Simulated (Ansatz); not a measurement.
CH8SSi, closed shell: a pair in one relaxed arrangement.

Input (in.yaml):

```yaml
crystal:
  periodic: [false, false, false]
  atoms:
    - {symbol: S, position_ang: [0.393000, 0.218855, -2.889296]}
    - {symbol: H, position_ang: [0.998645, 1.194572, -2.195388]}
    - {symbol: H, position_ang: [-0.825100, 0.645276, -2.522430]}
    - {symbol: C, position_ang: [0.190560, -1.211289, 0.893630]}
    - {symbol: Si, position_ang: [-0.302407, 0.586328, 1.003541]}
    - {symbol: H, position_ang: [1.071947, -1.410034, 1.507375]}
    - {symbol: H, position_ang: [0.422657, -1.473835, -0.140647]}
    - {symbol: H, position_ang: [-0.618465, -1.857362, 1.241634]}
    - {symbol: H, position_ang: [-0.623464, 0.970688, 2.405308]}
    - {symbol: H, position_ang: [-1.503774, 0.864152, 0.168007]}
    - {symbol: H, position_ang: [0.796402, 1.472648, 0.528265]}
basis:
  gaussian: {orbitals: "def2-TZVPPD.json"}
hamiltonian: {xc: {name: wB97M-V}}
```

The basis file named in the input lies beside it (Basis Set Exchange, JSON).

Command:

```bash
ansatz run in.yaml --threads 4 --pin off --events-out ev --progress --plain --max-ram 9574MiB
```

Output of Ansatz 0.2.0:

```
Functional definition: wB97M-V
  name "wB97M-V"
  cite "Mardirossian & Head-Gordon, J. Chem. Phys. 144, 214110 (2016) doi:10.1063/1.4952647"
  cite "Becke, J. Chem. Phys. 107, 8554 (1997) doi:10.1063/1.475007"
  cite "Vydrov & Van Voorhis, J. Chem. Phys. 133, 244103 (2010) doi:10.1063/1.3521275"
  # Of w^i u^j: cxij and so on, Table III.
  parameter omega = 0.3/bohr
  parameter cx = 0.15
  parameter cx01 = 1.007
  parameter cx10 = 0.259
  parameter css00 = 0.443
  parameter css04 = -1.437
  parameter css10 = -4.535
  parameter css20 = -3.390
  parameter css43 = 4.278
  parameter cos00 = 1.000
  parameter cos10 = 1.358
  parameter cos20 = 2.924
  parameter cos21 = -8.812
  parameter cos60 = -1.390
  parameter cos61 = 9.142
  parameter b = 6.0
  parameter c = 0.01
  gx(w, u) = 1 - cx + cx01*u + cx10*w
  gss(w, u) = css00 + css04*u^4 + css10*w + css20*w^2 + css43*w^4*u^3
  gos(w, u) = cos00 + cos10*w + (cos20 + cos21*u)*w^2 + (cos60 + cos61*u)*w^6
  exchange = spin_sum(e_x_unif_sr(omega)*gx(b97_w, b97_u_x)) + cx*exact_x_sr(omega) + exact_x_lr(omega)
  correlation = spin_sum(e_c_pw_mod_same_spin*gss(b97_w, b97_u_same))
      + integral(e_c_pw_mod_opposite_spin*gos(b97_w_opposite, b97_u_opposite)) + vv10(b, c)
1274 factors; their error is unknown
384 factors; integrals over basis functions are off by at most 3.9e-5 eV
mean field evaluation 1: about -19876.0764 eV, gradient 3.7e1 eV
mean field evaluation 2: about -19877.4357 eV, gradient 2.7e1 eV
mean field evaluation 4: about -19879.1321 eV, gradient 5.4e-1 eV
mean field evaluation 8: about -19879.1457 eV, gradient 4.5e-1 eV
mean field evaluation 16: about -19879.1459 eV, gradient 3.3e-5 eV
mean field -19879.14590873 eV, -730.5451375766 hartree, gradient 3.3e-5 eV, S^2 0.000000; 0 other end points of the search recorded, 0 dependent functions left out
reference -19879.14599191 eV, -730.5451406335 hartree; 22, 22 occupied and 250, 250 virtual orbitals, 1274 factors
Total energy: -19879.14599191 eV, -730.5451406335 hartree
```

Time: 7.5 s of wall clock on 4 CPU threads of an Arm Neoverse V2; the host was shared. Peak host memory: 0.73 GiB.
